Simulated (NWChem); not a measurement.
System: CH2Cl2 cation, doublet; SMILES of the neutral closed-shell parent ClCCl

Excerpt of the output:

```
             Northwest Computational Chemistry Package (NWChem) 7.3.0
             --------------------------------------------------------

                             Geometry "geometry" -> ""
                             -------------------------

 Output coordinates in angstroms (scale by  1.889725989 to convert to a.u.)

  No.       Tag          Charge          X              Y              Z
 ---- ---------------- ---------- -------------- -------------- --------------
    1 Cl                  17.0000     1.47995200     0.00000000     0.18400600
    2 C                    6.0000     0.00000000     0.00000000    -0.67475400
    3 Cl                  17.0000    -1.47995200     0.00000000     0.18400600
    4 H                    1.0000     0.00000000     0.86753500    -1.39076900
    5 H                    1.0000     0.00000000    -0.86753500    -1.39076900

 Effective nuclear repulsion energy (a.u.)     136.1615522177

                                 NWChem DFT Module
                                 -----------------

 Summary of "ao basis" -> "ao basis" (spherical)
 ------------------------------------------------------------------------------
       Tag                 Description            Shells   Functions and Types
 ---------------- ------------------------------  ------  ---------------------
 Cl                          6-31g*                  8       18   4s3p1d
 C                           6-31g*                  6       14   3s2p1d
 H                           6-31g*                  2        2   2s

 in cosmo_initialize ...
 calling solv_data for solv:acetntrl

 solvent parameters
 solvname_short: acetntrl
 solvname_long:  acetonitrile
 dielec:       35.6880
 dielecinf:     1.8069
 nonaqueous SMD model solvent descriptors
 dielec:       35.6880
 sola:          0.0700
 solb:          0.3200
 solc:          0.0000
 solg:         41.2500
 solh:          0.0000
 soln:          1.3442

          ---------------
          -cosmo- solvent
          ---------------
 Cosmo: York-Karplus, doi: 10.1021/jp992097l
 dielectric constant -eps-     =  35.69
 screen = (eps-1)/(eps    )    =   0.97198
 surface charge correction     = lagrangian

   van der Waals surface
 --------------------------

 ---------- ATOMIC COORDINATES (A.U.) ------------ VDWR(ANG.) --
     1    2.79670376    0.00000000    0.34772092     2.380
     2    0.00000000    0.00000000   -1.27510017     1.850
     3   -2.79670376    0.00000000    0.34772092     2.380
     4    0.00000000    1.63940344   -2.62817232     1.200
     5    0.00000000   -1.63940344   -2.62817232     1.200
 number of segments per atom =        128
 number of   points per atom =        128
 atom (   nspa,  nppa )
 ----------------------
    1 (     96,     0 )       0
    2 (     16,     0 )       0
    3 (     96,     0 )       0
    4 (     50,     0 )       0
    5 (     50,     0 )       0
 number of -cosmo- surface points =      308
 molecular surface =    120.930 angstrom**2
 molecular volume  =    107.168 angstrom**3
 -lineq- algorithm             =   0
 -bem- low  level              =   3
 -bem- from -octahedral-
 gaussian surface charge width =   4.50000
 degree of switching           =   1.00000
 switching function tolerance  =   0.00010
 atomic radii =
 --------------
    1 17.000  2.380
    2  6.000  1.850
    3 17.000  2.380
    4  1.000  1.200
    5  1.000  1.200
 ...... end of -cosmo- initialization ......

 nat:                     5
 ixmem:                  1509
 calling mnsol_interface()
 G(SMD-CDS) energy (kcal/mol)  =    -1.430
 SMD-CDS SASA (angstrom**2)    =   110.704

            General Information
            -------------------
          SCF calculation type: DFT
          Wavefunction type:  spin polarized.
          No. of atoms     :     5
          No. of electrons :    41
           Alpha electrons :    21
            Beta electrons :    20
          Charge           :     1
          Spin multiplicity:     2
          Use of symmetry is: off; symmetry adaption is: off
          Maximum number of iterations: 150
          AO basis - number of functions:    54
                     number of shells:    26
          Convergence on energy requested:  1.00D-06
          Convergence on density requested:  1.00D-05
          Convergence on gradient requested:  5.00D-04

[...]

                                COSMO-SMD solvation results
                                ---------------------------

             internal energy in gas <Psi(g)|H|Psi(g)> =      -958.906175010302
         internal energy in solvent <Psi(s)|H|Psi(s)> =      -958.902881331176
                               delta internal energy  =         0.003293679126 (    2.07 kcal/mol)
   total free energy in solvent <Psi(s)|H+V/2|Psi(s)> =      -959.007686286336
 polarization energy contribution <Psi(s)|V/2|Psi(s)> =        -0.104804955160 (  -65.77 kcal/mol)
    total free energy in solvent including G(SMD-CDS) =      -959.009964903318
                       G(SMD-CDS) energy contribution =        -0.002278616982 (   -1.43 kcal/mol)
     1 M fixed-concentration free energy of solvation =        -0.103789893016 (  -65.13 kcal/mol)

                    DFT Final Alpha Molecular Orbital Analysis
                    ------------------------------------------

 Vector   19  Occ=1.000000D+00  E=-4.235865D-01
              MO Center= -2.5D-03,  7.1D-10,  9.1D-02, r^2= 3.2D+00
   Bfn.  Coefficient  Atom+Function         Bfn.  Coefficient  Atom+Function
  ----- ------------  ---------------      ----- ------------  ---------------
     9      0.523077  1 Cl pz                41      0.523934  3 Cl pz
    13      0.241801  1 Cl pz                45      0.242191  3 Cl pz
     5     -0.199492  1 Cl pz                37     -0.199819  3 Cl pz
    23     -0.157481  2 C  pz                51      0.099125  4 H  s
    53      0.099125  5 H  s                 52      0.081369  4 H  s

 Vector   20  Occ=1.000000D+00  E=-4.165856D-01
              MO Center=  2.5D-03, -3.2D-10,  1.4D-01, r^2= 3.3D+00
   Bfn.  Coefficient  Atom+Function         Bfn.  Coefficient  Atom+Function
  ----- ------------  ---------------      ----- ------------  ---------------
     9     -0.407141  1 Cl pz                41      0.406028  3 Cl pz
     7      0.392521  1 Cl px                39      0.392371  3 Cl px
    13     -0.186532  1 Cl pz                45      0.186007  3 Cl pz
    11      0.184024  1 Cl px                43      0.183907  3 Cl px
     5      0.156069  1 Cl pz                37     -0.155643  3 Cl pz

 Vector   21  Occ=1.000000D+00  E=-4.058553D-01
              MO Center=  5.1D-04, -1.0D-08, -1.6D-01, r^2= 3.1D+00
   Bfn.  Coefficient  Atom+Function         Bfn.  Coefficient  Atom+Function
  ----- ------------  ---------------      ----- ------------  ---------------
     8      0.488088  1 Cl py                40      0.487869  3 Cl py
    22     -0.266390  2 C  py                12      0.241307  1 Cl py
    44      0.241198  3 Cl py                 4     -0.184616  1 Cl py
    36     -0.184531  3 Cl py                51     -0.167696  4 H  s
    53      0.167696  5 H  s                 26     -0.134859  2 C  py

 Vector   22  Occ=0.000000D+00  E=-5.836247D-02
              MO Center= -1.3D-04, -2.5D-10,  1.4D-03, r^2= 3.3D+00
   Bfn.  Coefficient  Atom+Function         Bfn.  Coefficient  Atom+Function
  ----- ------------  ---------------      ----- ------------  ---------------
    24      1.370990  2 C  s                 27      0.615394  2 C  pz
    11      0.601566  1 Cl px                43     -0.601645  3 Cl px
    10     -0.509106  1 Cl s                 42     -0.509205  3 Cl s
     7      0.372085  1 Cl px                39     -0.372118  3 Cl px
    23      0.349155  2 C  pz                20      0.256189  2 C  s

 Vector   23  Occ=0.000000D+00  E= 2.315053D-03
              MO Center=  1.5D-04,  1.1D-10, -1.4D-01, r^2= 3.4D+00
   Bfn.  Coefficient  Atom+Function         Bfn.  Coefficient  Atom+Function
  ----- ------------  ---------------      ----- ------------  ---------------
    25      1.169176  2 C  px                10     -0.674502  1 Cl s
    42      0.674413  3 Cl s                 11      0.594268  1 Cl px
    43      0.594166  3 Cl px                21      0.553305  2 C  px
    13      0.483445  1 Cl pz                45     -0.483405  3 Cl pz
     7      0.237832  1 Cl px                39      0.237775  3 Cl px

 Vector   24  Occ=0.000000D+00  E= 7.862573D-02
              MO Center= -3.4D-06, -7.7D-08, -1.2D+00, r^2= 2.9D+00
   Bfn.  Coefficient  Atom+Function         Bfn.  Coefficient  Atom+Function
  ----- ------------  ---------------      ----- ------------  ---------------
    52     -1.261483  4 H  s                 54      1.261483  5 H  s
    26      1.195640  2 C  py                22      0.407698  2 C  py
    12     -0.232044  1 Cl py                44     -0.232044  3 Cl py
    51     -0.202686  4 H  s                 53      0.202686  5 H  s
    14     -0.092279  1 Cl d -2              46      0.092285  3 Cl d -2

                     DFT Final Beta Molecular Orbital Analysis
                     -----------------------------------------

 Vector   18  Occ=1.000000D+00  E=-4.147234D-01
              MO Center= -3.3D-03, -8.9D-10,  7.7D-02, r^2= 3.2D+00
   Bfn.  Coefficient  Atom+Function         Bfn.  Coefficient  Atom+Function
  ----- ------------  ---------------      ----- ------------  ---------------
     9      0.519226  1 Cl pz                41      0.520380  3 Cl pz
    13      0.243894  1 Cl pz                45      0.244426  3 Cl pz
     5     -0.198119  1 Cl pz                37     -0.198561  3 Cl pz
    23     -0.171908  2 C  pz                51      0.097168  4 H  s
    53      0.097168  5 H  s                 52      0.078241  4 H  s

[...]
```

Level: PBE0/6-31G* (spherical d), spin-unrestricted, SMD on the gas-phase geometry. In the optimisation the excess spin sits in b2 (C2v, its own frame). The geometry was optimised at PBE0/def2-SVP, spin-unrestricted. This spin state was assumed; another may lie lower. No stability test was run on the SCF state. Solvent: acetonitrile.

Question: Which NWChem input produces such a log?

Answer: This is not unique; one that fits is the input that was run:
```
start job
memory heap 200 mb stack 900 mb global 1100 mb
charge 1
geometry units angstroms noautosym nocenter noautoz
  Cl     1.479952     0.000000     0.184006
  C      0.000000     0.000000    -0.674754
  Cl    -1.479952     0.000000     0.184006
  H      0.000000     0.867535    -1.390769
  H      0.000000    -0.867535    -1.390769
end
basis spherical
  * library 6-31g*
end
dft
  odft
  mult 2
  xc pbe0
  iterations 150
end
cosmo
  do_cosmo_smd true
  solvent acetntrl
end
task dft energy
```
